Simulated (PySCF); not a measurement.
Simulated C 1s region for 1,2,3-trifluoropropane (`FCC(F)CF`), binding energy against the vacuum level.

Every computed line was given a Gaussian of 1.0 eV full width at half maximum and an area set by the number of equivalent atoms; the highest printed point is 100. Theory: delta-SCF UKS SCAN, pcX-2 on the ionised atom, pcseg-1 elsewhere, spin-free X2C in PySCF.

(binding energy (eV), intensity): (292.2, 0), (292.3, 0), (292.4, 1), (292.5, 2), (292.6, 4), (292.7, 7), (292.8, 11), (292.9, 18), (293.0, 27), (293.1, 39), (293.2, 52), (293.3, 66), (293.4, 80), (293.5, 91), (293.6, 98), (293.7, 100), (293.8, 97), (293.9, 88), (294.0, 77), (294.1, 63), (294.2, 49), (294.3, 36), (294.4, 25), (294.5, 16), (294.6, 10), (294.7, 6), (294.8, 3), (294.9, 2), (295.0, 1), (295.1, 0), (295.2, 0)

Count the maxima, the lines and the sites behind this envelope.

The curve has 1 maximum (at 293.7 eV). Under it lie 2 lines from 2 inequivalent carbon sites. At this width some lines have no maximum of their own.

Decompose the envelope and assign each component. Numbering: `[F:1][CH2:2][CH:3]([F:4])[CH2:5][F:6]`.

| position (eV) | relative area | line | atoms | environment |
| --- | --- | --- | --- | --- |
| 293.66 | 2 | C 1s | C2/C5 | sp3 C–F carbon |
| 293.74 | 1 | C 1s | C3 | sp3 C–F carbon |

What are the centre and the root-mean-square width of the whole band?

The area-weighted mean of the lines is 293.69 eV. Their own spread about it is 0.04 eV (rms) and each Gaussian has σ = 1.0/2.355 = 0.42 eV; the variances add, which gives 0.43 eV.

The 2 C 1s values lie within 0.08 eV of each other; Gaussian lines of 0.5 eV full width would blend them into one maximum.

Shake-up satellites, vibrational structure and lifetime widths aren't simulated. Topologically equivalent atoms share the value of their first member; where this conformer doesn't relate them by symmetry, their own values could differ. Geometry: PBE0-D3(BJ)/def2-SVP, one conformer, isolated molecule.

Shape of the structure used: `[F:1][CH2:2][CH:3]([F:4])[CH2:5][F:6]`: F1–C2–C3–F4 67°, C2–C3–C5–F6 -63°.
